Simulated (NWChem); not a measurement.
# One shape, several levels: doublet C4H10S+

We compute a comparison of 4 runs (UHF/STO-3G, UHF/3-21G, UB3LYP/6-31G*) of doublet C4H10S+. 

Program for the calculation: NWChem 7.3.0.

69 further runs of the same task are left out: 69 set aside as unsound or not needed.

### 1 The system as given

C4H10S+: 15 atoms, total charge +1, spin state doublet. SMILES of the parent species: `CC(C)CS`. Geometry: relaxed at PBE0-D4/def2-TZVP. This is one conformer, not always the lowest. That shape belongs to the parent species and isn't relaxed for this state.

Bond lengths: C1–C2 1.522 Å, C2–C3 1.522 Å, C2–C4 1.524 Å, C4–S5 1.818 Å, C1–H6 1.092 Å, C1–H7 1.095 Å, C1–H8 1.092 Å, C2–H9 1.097 Å, C3–H10 1.093 Å, C3–H11 1.095 Å, C3–H12 1.092 Å, C4–H13 1.091 Å, C4–H14 1.094 Å, S5–H15 1.341 Å. Some angles: C1–C2–C3 110.9°, C1–C2–C4 112.1°, C3–C2–C4 109.4°, C2–C4–S5 110.7°, C1–C2–H9 108.5°, C3–C2–H9 108.3°, C4–C2–H9 107.6°, C2–C1–H6 112.0°, C2–C1–H7 110.5°, C2–C1–H8 110.7°.

### 2 A single-point energy at UHF/STO-3G (run 1)

Contents of run.py:

```python
from ase import Atoms
from ase.calculators.nwchem import NWChem

system = Atoms(['C', 'C', 'C', 'C', 'S', 'H', 'H', 'H', 'H', 'H', 'H', 'H', 'H', 'H', 'H'], positions=[
    [-1.056000, -0.674500, 0.878000],
    [0.232300, -0.022700, 0.397700],
    [1.263900, -1.075300, 0.015900],
    [-0.002200, 0.908500, -0.785200],
    [-1.078400, 2.294700, -0.308900],
    [-1.799000, 0.064600, 1.183900],
    [-1.499300, -1.281100, 0.081800],
    [-0.862800, -1.330600, 1.729900],
    [0.643000, 0.580300, 1.217100],
    [2.207500, -0.619700, -0.294600],
    [0.900500, -1.693400, -0.811100],
    [1.472000, -1.739200, 0.858200],
    [0.951100, 1.311200, -1.132100],
    [-0.465300, 0.354500, -1.606500],
    [-0.981000, 2.972600, -1.462400],
])

calc = NWChem(
    label='calc',
    theory='scf',
    memory='2200 mb',
    basis='STO-3G',
    basispar='spherical bse',
    charge=1,
    scf={'nopen': '1', 'uhf': None, 'thresh': '1e-08', 'maxiter': '80'},
    task='energy',
)
system.calc = calc

e = system.get_potential_energy()
print(f"E = {e:.6f} eV")
```

Launch:

```bash
$ export ASE_NWCHEM_COMMAND="nwchem PREFIX.nwi > PREFIX.nwo"
$ python run.py
```

What it wrote:

```text
E = -14923.337716 eV
```

The calculator wrote calc.nwi:

```
title "calc"

permanent_dir calc

scratch_dir calc

start calc

geometry units angstrom nocenter noautosym noautoz
  C  -1.0560000000000000e+00 -6.7449999999999999e-01 8.7800000000000000e-01
  C  2.3230000000000001e-01 -2.2700000000000001e-02 3.9770000000000000e-01
  C  1.2639000000000000e+00 -1.0752999999999999e+00 1.5900000000000001e-02
  C  -2.2000000000000001e-03 9.0849999999999997e-01 -7.8520000000000001e-01
  S  -1.0784000000000000e+00 2.2947000000000002e+00 -3.0890000000000001e-01
  H  -1.7989999999999999e+00 6.4600000000000005e-02 1.1839000000000000e+00
  H  -1.4993000000000001e+00 -1.2810999999999999e+00 8.1799999999999998e-02
  H  -8.6280000000000001e-01 -1.3306000000000000e+00 1.7299000000000000e+00
  H  6.4300000000000002e-01 5.8030000000000004e-01 1.2171000000000001e+00
  H  2.2075000000000000e+00 -6.1970000000000003e-01 -2.9459999999999997e-01
  H  9.0049999999999997e-01 -1.6934000000000000e+00 -8.1110000000000004e-01
  H  1.4720000000000000e+00 -1.7392000000000001e+00 8.5819999999999996e-01
  H  9.5109999999999995e-01 1.3111999999999999e+00 -1.1321000000000001e+00
  H  -4.6529999999999999e-01 3.5449999999999998e-01 -1.6065000000000000e+00
  H  -9.8099999999999998e-01 2.9725999999999999e+00 -1.4623999999999999e+00
end

charge 1

memory 2200 mb

basis spherical bse noprint
   * library STO-3G
end

scf
  nopen 1
  uhf
  thresh 1e-08
  maxiter 80
end

task scf energy
```

calc.nwo (excerpt; [...] marks lines left out):

```text
[...]
      One electron energy =  -1211.019981465473
[... 1 line left out ...]
 Nuclear repulsion energy =    235.629563111632
[... 47 lines left out ...]
          Final beta eigenvalues
[... 250 lines left out ...]
                     UHF Final Beta Molecular Orbital Analysis
[...]
```

Wall time 9 s (1 thread of AMD EPYC 7R13 (Zen 3), shared host); peak memory 0.098 GiB.

### 3 The energy at UHF/3-21G (run 2)

Contents of nw.nw:

```
echo
start nw
title "C4H10S"
memory 2200 mb
charge 1

geometry noautosym nocenter noautoz
C     -1.056000    -0.674500     0.878000
C      0.232300    -0.022700     0.397700
C      1.263900    -1.075300     0.015900
C     -0.002200     0.908500    -0.785200
S     -1.078400     2.294700    -0.308900
H     -1.799000     0.064600     1.183900
H     -1.499300    -1.281100     0.081800
H     -0.862800    -1.330600     1.729900
H      0.643000     0.580300     1.217100
H      2.207500    -0.619700    -0.294600
H      0.900500    -1.693400    -0.811100
H      1.472000    -1.739200     0.858200
H      0.951100     1.311200    -1.132100
H     -0.465300     0.354500    -1.606500
H     -0.981000     2.972600    -1.462400
end

basis spherical bse
* library 3-21G
end

scf
doublet
uhf
thresh 1e-08
maxiter 80
end

task scf energy
```

Launch:

```bash
$ nwchem nw.nw > nw.out
```

What it wrote:

```text
[...]
  functions       =    69
[...]
  wavefunction    = UHF
[...]
         Total SCF energy =   -551.677586723696
      One electron energy =  -1213.669049397655
      Two electron energy =    426.361899562327
 Nuclear repulsion energy =    235.629563111632
                       Sz =      0.5000
                 Sz(Sz+1) =      0.7500
                      S^2 =      0.7582
[...]
```

Wall time 8.4 s (1 thread of AMD EPYC 7R13 (Zen 3), shared host); peak memory 0.097 GiB.

Run 3 isn't shown in full; the table further down has it.

### 4 The energy at UB3LYP/6-31G(d) (spherical functions) (run 4)

Contents of c4h10s.nw:

```
start c4h10s
title "C4H10S B3LYP"
memory total 2200 mb
charge 1
geometry units angstroms noautosym nocenter noautoz
 C       -1.056000      -0.674500       0.878000
 C        0.232300      -0.022700       0.397700
 C        1.263900      -1.075300       0.015900
 C       -0.002200       0.908500      -0.785200
 S       -1.078400       2.294700      -0.308900
 H       -1.799000       0.064600       1.183900
 H       -1.499300      -1.281100       0.081800
 H       -0.862800      -1.330600       1.729900
 H        0.643000       0.580300       1.217100
 H        2.207500      -0.619700      -0.294600
 H        0.900500      -1.693400      -0.811100
 H        1.472000      -1.739200       0.858200
 H        0.951100       1.311200      -1.132100
 H       -0.465300       0.354500      -1.606500
 H       -0.981000       2.972600      -1.462400
end
basis spherical bse
 C library 6-31G*
 S library 6-31G*
 H library 6-31G*
end
dft
 xc b3lyp
 mult 2
 grid fine
 convergence energy 1e-08
 iterations 100
 mulliken
end
task dft energy
```

Launch:

```bash
$ nwchem c4h10s.nw > c4h10s.out
```

What it wrote:

```text
[...]
          Wavefunction type:  spin polarized.
          No. of atoms     :    15
          No. of electrons :    49
[...]
          Charge           :     1
          Spin multiplicity:     2
[...]
          AO basis - number of functions:    94
[...]
              XC Information
              --------------
                         B3LYP Method XC Potential
                     Hartree-Fock (Exact) Exchange  0.200
                        Slater Exchange Functional  0.800 local
                    Becke 1988 Exchange Functional  0.720 non-local
              Lee-Yang-Parr Correlation Functional  0.810
                  VWN I RPA Correlation Functional  0.190 local
[...]
 d= 0,ls=0.0,diis     1   -556.2039586628 -7.92D+02  6.90D-03  2.19D-01     5.5
[...]
 d= 0,ls=0.0,diis    13   -556.3030868194 -1.80D-09  2.12D-07  3.06D-10    55.3
[...]
         Total DFT energy =     -556.303086819429
      One electron energy =    -1218.180396210509
           Coulomb energy =      477.159369379201
    Exchange-Corr. energy =      -50.911623099752
 Nuclear repulsion energy =      235.629563111632
[...]
      Total Density - Mulliken Population Analysis
     ---------------------------------------------
    Atom       Charge   Shell Charges
 -----------   ------   -------------------------------------------------------
    1 C    6     6.47   2.00  0.67  2.13  0.65  0.98  0.03
    2 C    6     6.12   2.00  0.67  2.09  0.55  0.77  0.05
    3 C    6     6.46   2.00  0.67  2.13  0.65  0.97  0.03
    4 C    6     6.51   2.00  0.69  2.07  0.68  1.05  0.04
    5 S   16    15.49   2.00  2.00  5.97  1.46  2.89  0.43  0.67  0.07
    6 H    1     0.83   0.53  0.31
    7 H    1     0.82   0.52  0.30
    8 H    1     0.79   0.52  0.27
    9 H    1     0.82   0.53  0.29
   10 H    1     0.82   0.53  0.30
[...]
      <S2> =      0.7533 (Exact =     0.7500)
[...]
```

It took 56 s on 1 thread of AMD EPYC 7R13 (Zen 3), shared host; peak memory 0.12 GiB.

### 5 The series

```tsv
run	level	Cartesian functions	iteration cap	energy (Eh)	HOMO energy (eV)	LUMO energy (eV)	⟨S²⟩	wall time
1	UHF/STO-3G	no	80	-548.422550	-16.37	-4.49	0.759	9 s
2	UHF/3-21G	no	80	-551.677587	-17.15	-7.05	0.758	8.4 s
3	UB3LYP/6-31G* (Cartesian functions)	yes	100	-556.308741	–	–	0.753	59 s
4	UB3LYP/6-31G* (spherical functions)	no	100	-556.303087	-13.58	-11.60	0.753	56 s
```

### 6 Results

```
                                 quantity          value
                      run 4: total energy  -556.30309 Eh
run 4: HOMO energy (highest over α and β)      -13.58 eV
 run 4: LUMO energy (lowest over α and β)      -11.60 eV
                              run 4: ⟨S²⟩          0.753
```

What this shows: In run 1 the basis is minimal, so the values are rough. All runs together took 2.2 min, the longest 59 s.
